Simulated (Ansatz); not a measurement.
SnH4, triplet: reading a ladder of total energies

Geometry: that of the SnH4, singlet, kept fixed. The singlet lies 7.8 eV lower here.

```xyz
5

Sn    0.0000    0.0000    0.0000
H     0.9788    0.9872    0.9851
H    -0.9890   -0.9799    0.9822
H    -0.9784    0.9802   -0.9924
H     0.9886   -0.9875   -0.9749
```

Basis def2-SVP with its core potentials; Ansatz 0.2.0. Only valence electrons are correlated (noble-gas cores and the filled d shells of p-block atoms frozen), which leaves 8 electrons in 37 orbitals. Prefix R: restricted or restricted open-shell reference. No spin–orbit coupling is included; scalar relativity enters through the core potentials alone.

Full CI isn't at hand for all of this; RCCSDTQ serves as the reference, and is uncertain by about the last step of the cluster series.

The largest doubles amplitude grows up the series, to 0.23: the determinant mixes near-degenerate terms, and the last step may understate the doubt.

Runs differ by some tens of microhartree through their thresholds and, for an open shell, their frozen cores, so steps under 0.03 kcal/mol mean nothing.

```
    level  total energy (hartree)
      RHF             -215.355751
     RMP2             -215.448765
    RCCSD             -215.475741
 RCCSD(T)             -215.478781
   RCCSDT             -215.480063
RCCSDT(Q)             -215.480243
  RCCSDTQ             -215.480429
```

Question: What is the correlation energy at RCCSDTQ, and what share of it do RMP2 and RCCSD recover?

Answer: E(corr) = -215.480429 − (-215.355751) = -0.124678 hartree = -3.393 eV. RMP2: -0.093014 / -0.124678 = 74.60 %. RCCSD: -0.119990 / -0.124678 = 96.24 %.

Question: By how many kcal/mol does RCCSD(T) miss RCCSDTQ (1 hartree = 627.509 kcal/mol), and which steps make up the rest?

Answer: -215.478781 − (-215.480429) = 0.001648 hartree = 1.03 kcal/mol. Steps: RCCSDT − RCCSD(T) = -0.80, RCCSDT(Q) − RCCSDT = -0.11, RCCSDTQ − RCCSDT(Q) = -0.12 kcal/mol. Differences between like states or geometries often cancel part of this.
